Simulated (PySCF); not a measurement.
**Working out the ionisation energy of O**

O [He] 2s2 2p4 (3P) → O⁺ [He] 2s2 2p3 (4S). Computed with PySCF 2.14 in def2-QZVPPD (8s5p4d2f1g, 66 functions), with no relativity, point nucleus. Frozen: nothing. Energies in hartree (1 hartree = 27.21139 eV):

| part | O (lower) | O⁺ (upper) |
| --- | --- | --- |
| UHF | -74.818700 | -74.376846 |
| CCSD correlation | -0.196164 | -0.143667 |
| (T) | -0.003904 | -0.002051 |

**Question.** What does Hartree-Fock give?

**Answer.** (-74.376846) − (-74.818700) = 0.441854 hartree = 12.023 eV.

**Question.** What do CCSD and CCSD(T) give?

**Answer.** The CCSD correlation energies differ by 0.052497 hartree = 1.429 eV and the triples by 0.001853 hartree = 0.050 eV, so CCSD gives 13.452 eV and CCSD(T) 13.502 eV.

Measured between the centres of the two terms (NIST): 13.608 eV, so CCSD(T) (valence and next inner shell) is off by -0.106 eV.

What remains against the reference includes basis incompleteness and higher excitations.
